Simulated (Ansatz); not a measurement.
Program: Ansatz. Geometries: PBE0-D4/def2-TZVP. ΔE: electronic, gas phase. CCSD(T)/CBS adds triple-zeta CCSD(T) − MP2 to the extrapolated MP2 energy (def2 sets, frozen cores). DFT in def2-TZVPP. One conformer a species, not always the lowest.

`NCC(O)(F)F` → `NC(F)OCF`  (isomerisation)

`NCC(O)(F)F`:

```xyz
11

N     0.368    1.110   -0.674
C    -0.298    0.468    0.444
C    -0.189   -1.037    0.253
O     1.044   -1.422   -0.124
F    -1.115   -1.429   -0.682
F    -0.526   -1.681    1.386
H    -0.233    1.155   -1.487
H     0.662    2.049   -0.449
H     0.235    0.711    1.365
H    -1.353    0.730    0.574
H     1.404   -0.655   -0.607
```

`NC(F)OCF`:

```xyz
11

N     0.698    1.687    0.530
C     0.262    0.595   -0.219
F     1.294   -0.005   -0.964
O    -0.219   -0.355    0.664
C    -0.807   -1.458    0.080
F    -2.033   -1.125   -0.450
H     1.086    2.412   -0.056
H     1.366    1.406    1.237
H    -0.484    0.890   -0.962
H    -0.199   -1.861   -0.734
H    -0.964   -2.186    0.875
```

CCSD(T)/CBS gives +53.5 kJ/mol.

Problem. Another level gave +44.7 kJ/mol. Which?
A. PBE0/def2-TZVPP
B. HF/def2-TZVPP
C. LDA (SPW92)/def2-TZVPP
D. BHLYP/def2-TZVPP

Solution. D. BHLYP 44.7, PBE0 52.9, HF/def2-TZVPP 39.7, LDA (SPW92) 61.8 kJ/mol.

Problem. What do rigid-rotor, harmonic-oscillator terms from PBE0-D4/def2-TZVP frequencies (298.15 K, 1 bar) make of the CCSD(T)/CBS value? (An estimate is asked.)

Solution. The calculation gave: ΔZPE = +0.9 kJ/mol, ΔH = +55.1 kJ/mol, ΔS = 12 J/(mol·K), ΔG = +51.6 kJ/mol.

Largest T1 diagnostic among the species: 0.012.

From r2SCAN to r2SCAN0 (25 % exact exchange), in def2-TZVPP and without D4, ΔE moves by +3.1 kJ/mol. Leaving LDA and LC-ωPBE aside and taking each functional with its dispersion term where it has one, the values, not all of them listed here, spread over 16.5 kJ/mol, from BLYP-D4 to PBE-QIDH. LDA lies +13.5 kJ/mol from PBE without D4. At CCSD(T), def2-SVP lies +5.0 kJ/mol from the extrapolated value and def2-TZVPP −1.2 kJ/mol.

CCSD(T)/CBS has its own doubt, a few kJ/mol and more with outer-core shells, so smaller differences from it don't rank the levels.
